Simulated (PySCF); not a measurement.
```xyz
4

C      0.0000     0.0000     0.0000
H      1.0808    -0.1948     0.0005
H     -0.7091    -0.8386     0.0012
H     -0.3716     1.0334    -0.0017
```

Charge 0, multiplicity 2.

Q: Give the Mulliken and meta-Löwdin atomic charges from TPSSh-D3(BJ)/def2-TZVP // PBE-D3(BJ)/def2-SVP run with PySCF.

A: 
| atom | Mulliken (e) | meta-Löwdin (e) |
|---|---|---|
| C1 | -0.42 | -0.37 |
| H2 | 0.14 | 0.12 |
| H3 | 0.14 | 0.12 |
| H4 | 0.14 | 0.12 |
